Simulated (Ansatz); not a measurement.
**Si2P+ (triplet): the correlation ladder, def2-QZVPP**

The task here is to estimate one member of a computed series from the others.

Computed with Ansatz 0.2.0, Gaussian basis. Level: def2-QZVPP, core rule «outside noble gas», up to 15 orbitals frozen.

The runs, in order: UHF; ROHF; CCSD(T) on UHF.

## The system

The geometry is a PBE0/def2-TZVP stationary point (not a proven minimum) of the parent state, kept for this charge and spin.

3 atoms, charge 1, spin multiplicity 3.

Atoms are counted from 1 here; the program's logs count them from 0.

Bond lengths: Si1–P2 2.159 Å, P2–Si3 2.159 Å. Angles: Si1–P2–Si3 180.0°.

Set-up of the first run:

Input file in.yaml:

```yaml
crystal:
  periodic: [false, false, false]
  atoms:
    - {symbol: Si, position_ang: [0.000000, 0.000000, 2.159500]}
    - {symbol: P, position_ang: [0.000000, 0.000000, 0.000000]}
    - {symbol: Si, position_ang: [0.000000, 0.000000, -2.159500]}
basis:
  gaussian: {orbitals: "def2-QZVPP.json"}
total_charge: 1
magnetization: {spin_polarized: true, initial_magnetization: 2}
hamiltonian: {xc: hf}
output: {orbitals: {seedname: orbitals}}
```

Started as:

```bash
> ansatz run in.yaml --threads 1 --pin off --events-out ev --progress --plain --max-ram 2393MiB
```

Among the steps run: UHF; ROHF; CCSD(T) on UHF.

One of the session's tables, all rows but one given; the rest of the session is left out.

It belongs to the step «Misses and costs». 

| method | from UCCSD(T) (meV) |
| --- | --- |
| ROHF | +9826.8 |
| UHF | ? |
| UMP2 | +1628.5 |
| UCCSD | +653.6 |
| UCCSD(T) | 0 |

Estimate the missing values for UHF.

**Answer.** from UCCSD(T) (meV): +9614.8. In the column «from UCCSD(T) (meV)» it lies between UMP2 (+1628.5) and ROHF (+9826.8).
